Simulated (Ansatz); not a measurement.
# AlHO₂+ (doublet): from Hartree-Fock to the top rungs, def2-TZVPP

An exercise on one series of results from a longer session: the logs are not shown, and one member is left open.

Program: Ansatz 0.2.0, Gaussian basis. Level of theory: def2-TZVPP, core rule «outside noble gas», up to 7 orbitals frozen. These are calculated values, not measurements.

Plan: UHF; ROHF; CCSD(T) on UHF.

2 further runs of the same task are left out: 2 set aside as unsound or not needed.

## The system

The geometry is a PBE0/def2-TZVP stationary point (not a proven minimum) of the parent state, kept for this charge and spin.

4 atoms, charge 1, spin multiplicity 2.

Atoms are counted from 1 here; the program's logs count them from 0.

Bond lengths: Al1–O2 1.672 Å, Al1–H4 1.582 Å, O2–O3 1.289 Å. Angles: O2–Al1–H4 114.9°, Al1–O2–O3 156.2°.

Set-up of the first run:

in.yaml

```yaml
crystal:
  periodic: [false, false, false]
  atoms:
    - {symbol: Al, position_ang: [0.000000, 0.143052, 1.192526]}
    - {symbol: O, position_ang: [0.000000, -0.213386, -0.441523]}
    - {symbol: O, position_ang: [0.000000, 0.042530, -1.704961]}
    - {symbol: H, position_ang: [0.000000, -1.117308, 2.149210]}
basis:
  gaussian: {orbitals: def2-TZVPP}
total_charge: 1
magnetization: {spin_polarized: true, initial_magnetization: 1}
hamiltonian: {xc: hf}
output: {orbitals: {seedname: orbitals}}
```

The run is started by

```sh
$ ansatz run in.yaml --threads 1 --pin off --events-out ev --progress --plain --max-ram 4096MiB --backend cpu
```

Among the steps run: UHF; ROHF; CCSD(T) on UHF.

One table of the session follows, with a row left open; its other results are not shown here.

| method | from UCCSD(T) (kJ/mol) |
| --- | --- |
| ROHF | +1392.0 |
| UHF | +1375.7 |
| UMP2 | ? |
| UCCSD | +56.1 |
| UCCSD(T) | 0 |

Q: Estimate the row for UMP2 from the others.

The run gave: from UCCSD(T) (kJ/mol): +113.4. In the column «from UCCSD(T) (kJ/mol)» it lies between UCCSD (+56.1) and UHF (+1375.7).
